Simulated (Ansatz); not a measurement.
System: trigonal Se. Method: r²SCAN (Ansatz, a program for electronic structure, plane waves, PAW).

Run with plane-wave cutoff 560 eV, 12×12×8 k mesh (along the axes of the cell as run), Fermi–Dirac smearing 0.01 eV, scalar-relativistic PAW data made under PBE.

Cell (relaxed at this level):

```
CELL_PARAMETERS angstrom
      2.25199    -3.90056     0.00000
      2.25199     3.90056     0.00000
      0.00000     0.00000     4.99189
ATOMIC_POSITIONS crystal
  Se 0.00000 0.21717 0.66667
  Se 0.78283 0.78283 0.00000
  Se 0.21717 0.00000 0.33333
```

Estimate the bulk modulus, band gap, smallest direct gap on the k points sampled and direct gap at Γ that the calculation returns.


bulk modulus: 8.73 GPa
band gap: 1.32 eV (indirect)
smallest direct gap on the k points sampled: 1.59 eV
direct gap at Γ: 2.66 eV

Note: for a layered or molecular solid the relaxed cell lies over 5 % above the published volume, where the minimum can be shallow; the cell comes from a level without a dispersion term, which matters for the spacing of layers, chains or molecules; the bulk modulus comes from volumes at which shape and atoms were relaxed.

Spin–orbit coupling is not included.

Computed values are for the static lattice.

Cost on a shared machine: roughly 22 core-minutes.
